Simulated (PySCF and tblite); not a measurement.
Values are calculated unless marked as measured or tabulated.
# Rotation: stationary points, barriers and rates

System: C₃H₄FN, numbered as in [H]/[N:5]=[CH:4]\[C:2](=[CH2:1])[F:3].

Motion: rotation about the C2–C4 bond (torsion C1–C2–C4–N5 from 0° to 180°, rising). Geometries: GFN2-xTB; energies: PBE0/pcSseg-2 + D3(BJ); zero-point and thermal terms from GFN2-xTB harmonic modes (soft modes blended into free rotors). Rates follow Eyring's equation with the number of equivalent paths and no tunnelling. Run with tblite and PySCF.

| point | symmetry | E(GFN2) kcal/mol | E(DFT) kcal/mol | ZPE change kcal/mol | lowest mode cm⁻¹ | dipole D |
| --- | --- | --- | --- | --- | --- | --- |
| start | Cs | 0.0 | 0.0 | 0.00 | 96 | 1.97 |
| saddle | C1 | 5.5 | 5.0 | -0.24 | 135i | 1.79 |
| end | Cs | 0.1 | -3.5 | 0.07 | 124 | 2.36 |

```json
{"Electronic barrier": "5.0 kcal/mol", "Barrier with zero-point energy": "4.8 kcal/mol", "ΔH‡ (298 K)": "4.4 kcal/mol", "ΔS‡ (298 K, symmetry apart)": "-2.5 cal/(mol K)", "Paths": "2 equivalent paths", "End point": "a different minimum", "Mean lifetime of the start against this motion at 298 K": "470 ps", "Cost": "55 s on 1 thread of INTEL XEON PLATINUM 8581C @ 2.30GHz, shared host (rough), peak memory 0.8 GiB, launched as `OMP_NUM_THREADS=1 python ens_run.py task.json out`"}
```

```csv
T/K,ΔG‡ kcal/mol,k s⁻¹,ΔG kcal/mol,k back s⁻¹
150,4.9,4.8×10⁵,-3.3,6.4
200,5.0,3.2×10⁷,-3.3,7230
250,5.0,4.1×10⁸,-3.3,5×10⁵
298,5.1,2.2×10⁹,-3.3,7.8×10⁶
350,5.2,7.8×10⁹,-3.3,6.5×10⁷
400,5.4,2×10¹⁰,-3.3,3×10⁸
500,5.6,7.3×10¹⁰,-3.3,2.6×10⁹
```

ΔG and ΔG‡ leave out symmetry numbers and mirror images; rates count paths: 2 out, 2 back.
